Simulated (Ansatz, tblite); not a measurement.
# Si(CN)H3 (CH3NSi): rung by rung

Aim: run the singlet of Si(CN)H3 (CH3NSi) at one geometry on many levels, and compare frontier levels, spin and run time.

The runs use Ansatz 0.2.0, Gaussian basis; as each input shows.

The runs, in order: GFN1-xTB, GFN2-xTB, PBE-D4/def2-TZVP, r2SCAN-D4/def2-TZVP, ωB97X-V/def2-TZVP, B3LYP-D4/def2-TZVP, LC-ωPBE/def2-TZVP, BLYP-D4/def2-TZVP, B97M-V/def2-TZVP, PBE-QIDH/def2-TZVP, HSE06-D4/def2-TZVP, PBE-D4/def2-SVP, PBE0-D4/def2-SVP, PBE0-D4/def2-TZVPD, PBE-D4/def2-TZVPD, r2SCAN-D4/def2-TZVPD, CCSD(T)/def2-TZVPP, MP2/def2-TZVP, RPA/def2-TZVP, CCSD(T)/def2-TZVPD.

## 1. The relaxed structure

The geometry is that of the singlet, from an earlier relaxation (PBE0-D4/def2-TZVP).

6 atoms, charge 0, spin multiplicity 1.

Bond lengths: Si1–C2 1.848 Å, Si1–H4 1.479 Å, Si1–H5 1.479 Å, Si1–H6 1.479 Å, C2–N3 1.152 Å. Angles: C2–Si1–H4 107.5°, C2–Si1–H5 107.5°, C2–Si1–H6 107.5°, H4–Si1–H5 111.4°, H4–Si1–H6 111.4°, H5–Si1–H6 111.4°, Si1–C2–N3 179.7°.

PBE0-D4/def2-TZVP was run before; its log isn't repeated, and its numbers join the tables.

## 2. GFN1-xTB

Tight binding, by tblite at 300 K electronic temperature and without a spin-polarisation term:

```python
tblite.interface.Calculator('GFN1-xTB', numbers, positions, charge=0, uhf=0).singlepoint()
```

Energy -237.7562 eV, HOMO -12.91 eV, LUMO -7.88 eV; 0.007 s.

## 3. GFN2-xTB

Tight binding, by tblite at 300 K electronic temperature and without a spin-polarisation term:

```python
tblite.interface.Calculator('GFN2-xTB', numbers, positions, charge=0, uhf=0).singlepoint()
```

Energy -224.8995 eV, HOMO -11.30 eV, LUMO -6.99 eV; 0.005 s.

## 4. PBE-D4/def2-TZVP

start.molden holds the orbitals of an earlier run on this state, given as this run's starting guess.

Contents of in.yaml:

```yaml
crystal:
  periodic: [false, false, false]
  atoms:
    - {symbol: Si, position_ang: [-0.005296, 0.005079, -0.585715]}
    - {symbol: C, position_ang: [0.008266, -0.010198, 1.262526]}
    - {symbol: N, position_ang: [0.021975, -0.020970, 2.414012]}
    - {symbol: H, position_ang: [1.402183, 0.016048, -1.039645]}
    - {symbol: H, position_ang: [-0.719846, 1.226460, -1.015640]}
    - {symbol: H, position_ang: [-0.707283, -1.216419, -1.035528]}
basis:
  gaussian: {orbitals: def2-TZVP, initial_orbitals: start.molden}
hamiltonian: {xc: pbe, dispersion: d4}
scf: {omitted_lower_state_checks: [starts]}
output: {orbitals: {seedname: orbitals}}
```

Launch:

```sh
$ ansatz run in.yaml --threads 4 --pin off --events-out ev --progress --plain --max-ram 3916MiB
```

After this run come: r2SCAN-D4/def2-TZVP; ωB97X-V/def2-TZVP; B3LYP-D4/def2-TZVP; LC-ωPBE/def2-TZVP; BLYP-D4/def2-TZVP; B97M-V/def2-TZVP; PBE-QIDH/def2-TZVP; HSE06-D4/def2-TZVP; PBE-D4/def2-SVP; PBE0-D4/def2-SVP; PBE0-D4/def2-TZVPD; PBE-D4/def2-TZVPD; r2SCAN-D4/def2-TZVPD; CCSD(T)/def2-TZVPP; MP2/def2-TZVP; RPA/def2-TZVP; CCSD(T)/def2-TZVPD.

**Question.** What will the summary of the whole plan be? Wanted: gap in def2-TZVP, named functionals, smallest and largest; correlation energy, CCSD(T)/def2-TZVPP; correlation energy, MP2/def2-TZVP; correlation energy, CCSD(T)/def2-TZVPD; binding an atom, CCSD(T)/def2-TZVPP; PBE0 total energy, smallest basis above largest.

The runs gave:

| quantity | value |
| --- | --- |
| gap in def2-TZVP, named functionals, smallest and largest | 6.91 eV (BLYP-D4), 14.45 eV (LC-ωPBE) |
| correlation energy, CCSD(T)/def2-TZVPP | -13.80 eV |
| correlation energy, MP2/def2-TZVP | -12.30 eV |
| correlation energy, CCSD(T)/def2-TZVPD | -13.64 eV |
| binding an atom, CCSD(T)/def2-TZVPP | 3.730 eV |
| PBE0 total energy, smallest basis above largest | 5.74 eV (def2-SVP, def2-TZVPD) |

**Reading.** Orbital gaps of the named functionals in def2-TZVP span 6.91 eV (BLYP-D4) to 14.45 eV (LC-ωPBE); exact exchange widens it. The functionals in def2-TZVP miss CCSD(T)/def2-TZVPP by +0.070 (LC-ωPBE) to +0.178 eV (PBE-D4) an atom. The reference is CCSD(T) in one finite basis, so it carries an error of its own, often a tenth of an eV or more, and near misses can't be ranked.
